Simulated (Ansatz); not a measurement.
# C₆H₁₂: a ladder of functionals and wavefunction methods

An exercise on one series of results from a longer session: the logs are not shown, and one member is left open.

Method: functionals in def2-TZVPP, the program's frozen cores in correlated methods; program: Ansatz 0.2.0, Gaussian basis.

Levels to be run: LDA (SPW92), PBE-D4, revPBE-D4, BLYP-D4, r2SCAN-D4, B97M-V, PBE0-D4, B3LYP-D4, r2SCANh-D4, r2SCAN0-D4, HSE06-D4, BHLYP-D4, CAM-B3LYP-D4, LC-ωPBE, ωB97X-V, ωB97M-V, B2PLYP, PBE-QIDH; CCSD(T)/def2-SVP; CCSD(T)/def2-TZVPP; MP2/def2-QZVPP; extrapolation to the limit; RPA on PBE.

**Structure used throughout**

The geometry comes from an earlier relaxation with PBE0-D4 in a triple-zeta def2 set; it is a stationary point, not always the lowest conformer.

SMILES `C/C=C(/C)CC`, 18 atoms, charge 0, spin multiplicity 1.

Atoms are counted from 1 here; the program's logs count them from 0.

Bond lengths: C1–C2 1.491 Å, C1–H7 1.095 Å, C1–H8 1.090 Å, C1–H9 1.095 Å, C2–C3 1.333 Å, C2–H10 1.089 Å, C3–C4 1.498 Å, C3–C5 1.503 Å, C4–H11 1.095 Å, C4–H12 1.091 Å, C4–H13 1.096 Å, C5–C6 1.526 Å, C5–H14 1.096 Å, C5–H15 1.092 Å, C6–H16 1.093 Å, C6–H17 1.092 Å, C6–H18 1.093 Å. Angles: C2–C1–H7 111.0°, C2–C1–H8 113.0°, C2–C1–H9 110.7°, H7–C1–H8 107.9°, H7–C1–H9 106.4°, H8–C1–H9 107.5°, C1–C2–C3 127.7°, C1–C2–H10 115.1°, C3–C2–H10 117.2°, C2–C3–C4 120.8°, C2–C3–C5 123.9°, C4–C3–C5 115.2°, C3–C4–H11 111.3°, C3–C4–H12 111.7°, C3–C4–H13 110.8°, H11–C4–H12 108.0°, H11–C4–H13 106.5°, H12–C4–H13 108.3° and more.

The first run:

in.yaml reads:

```yaml
crystal:
  periodic: [false, false, false]
  atoms:
    - {symbol: C, position_ang: [1.212774, 1.770535, 0.874822]}
    - {symbol: C, position_ang: [1.350724, 0.451142, 0.194419]}
    - {symbol: C, position_ang: [0.398421, -0.256068, -0.414702]}
    - {symbol: C, position_ang: [0.706918, -1.582362, -1.038117]}
    - {symbol: C, position_ang: [-1.037130, 0.179132, -0.512083]}
    - {symbol: C, position_ang: [-1.919695, -0.459333, 0.557172]}
    - {symbol: H, position_ang: [1.886330, 2.512125, 0.432638]}
    - {symbol: H, position_ang: [0.199014, 2.168992, 0.829727]}
    - {symbol: H, position_ang: [1.489494, 1.692109, 1.931515]}
    - {symbol: H, position_ang: [2.352510, 0.024625, 0.212518]}
    - {symbol: H, position_ang: [0.073457, -2.374280, -0.624609]}
    - {symbol: H, position_ang: [1.748324, -1.868681, -0.883679]}
    - {symbol: H, position_ang: [0.513051, -1.560081, -2.116230]}
    - {symbol: H, position_ang: [-1.420427, -0.093086, -1.502151]}
    - {symbol: H, position_ang: [-1.116761, 1.266084, -0.443302]}
    - {symbol: H, position_ang: [-2.964190, -0.162591, 0.434785]}
    - {symbol: H, position_ang: [-1.595210, -0.158116, 1.555823]}
    - {symbol: H, position_ang: [-1.877612, -1.550153, 0.511447]}
basis:
  gaussian: {orbitals: def2-TZVPP}
hamiltonian: {xc: lda}
output: {orbitals: {seedname: orbitals}}
```

Command:

```bash
$ ansatz run in.yaml --threads 2 --pin off --events-out ev --progress --plain --max-ram 22528MiB --backend cuda --devices 0, --max-vram 18GiB
```

Steps of the session up to this table: LDA; PBE-D4 (GGA); revPBE-D4 (GGA); BLYP-D4 (GGA); r2SCAN-D4 (meta-GGA); B97M-V (meta-GGA); PBE0-D4 (hybrid); B3LYP-D4 (hybrid); r2SCANh-D4 (hybrid); r2SCAN0-D4 (hybrid); HSE06-D4 (hybrid); BHLYP-D4 (hybrid); CAM-B3LYP-D4 (range-separated); LC-ωPBE (range-separated); ωB97X-V (range-separated); ωB97M-V (range-separated); B2PLYP (double hybrid); PBE-QIDH (double hybrid).

One table of the session follows, with a row left open; its other results are not shown here.

It belongs to the step «Orbital energies across the functionals». 

| functional | HOMO (eV) | LUMO (eV) | gap (eV) |
| --- | --- | --- | --- |
| LDA (SPW92) | -5.64 | -0.44 | 5.20 |
| PBE-D4 | -5.50 | -0.24 | 5.26 |
| revPBE-D4 | -5.45 | -0.16 | 5.28 |
| BLYP-D4 | -5.36 | -0.12 | 5.24 |
| r2SCAN-D4 | ? | ? | ? |
| B97M-V | -5.72 | 0.03 | 5.75 |
| PBE0-D4 | -6.59 | 0.76 | 7.35 |
| B3LYP-D4 | -6.39 | 0.51 | 6.90 |
| r2SCANh-D4 | -6.08 | 0.39 | 6.47 |
| r2SCAN0-D4 | -6.70 | 0.93 | 7.64 |
| HSE06-D4 | -6.19 | 0.38 | 6.58 |
| BHLYP-D4 | -7.55 | 1.71 | 9.26 |
| CAM-B3LYP-D4 | -7.90 | 1.81 | 9.70 |
| LC-ωPBE | -9.25 | 3.02 | 12.27 |
| ωB97X-V | -8.89 | 2.88 | 11.76 |
| ωB97M-V | -8.80 | 2.56 | 11.36 |

**Question.** Estimate the row for r2SCAN-D4.

Worked estimate for «HOMO (eV)». Against the share of exact exchange, r2SCANh-D4 (0.1, -6.08), r2SCAN0-D4 (0.25, -6.70) give a slope of -4.13 per unit share; at 0 the line stands at -5.67.

As computed: HOMO (eV): -5.66; LUMO (eV): 0.03; gap (eV): 5.69. In «HOMO (eV)» the line misses by -0.01.
